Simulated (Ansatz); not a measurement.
The reference is MgTe in the zinc blende structure (space group F-43m, No. 216).

```xyz
2
Lattice="0.0000 3.2544 3.2544 3.2544 0.0000 3.2544 3.2544 3.2544 0.0000" Properties=species:S:1:pos:R:3 pbc="T T T"
Mg     0.0000     0.0000     0.0000
Te     1.6272     1.6272     1.6272
```

Levels (all Ansatz, an electronic-structure program, PAW, earlier PAW set): PBE (420 eV, no SOC); PBEsol (420 eV, spin-orbit coupling left out).

Levels that relaxed their own cell: PBE and PBEsol.

```csv
level,band gap,lattice parameter a
PBE,2.33 eV,6.509 Å
PBEsol,2.35 eV,6.438 Å
```

Measured: band gap 3.67 eV (0 K or low temperature; as listed in arXiv:1206.3780); lattice parameter a 6.42 Å (room temperature; as listed in M J Lucero, T M Henderson, G E Scuseria, Journal of Physics Condensed Matter (2012)).

Computed minus measured — band gap: PBE -1.34 eV, PBEsol -1.32 eV; lattice parameter a: PBE +1.4 %, PBEsol +0.3 % (closest: PBEsol). Measured values not marked as corrected hold thermal and zero-point effects that the static-lattice runs lack. A measured gap can be an optical one, lowered by exciton binding. Levels without spin-orbit coupling miss its lowering of the gap, often about a third of the valence-band splitting.

With Te present, leaving out spin-orbit coupling can change the band edges. Whether these cells are dynamically stable was not tested.
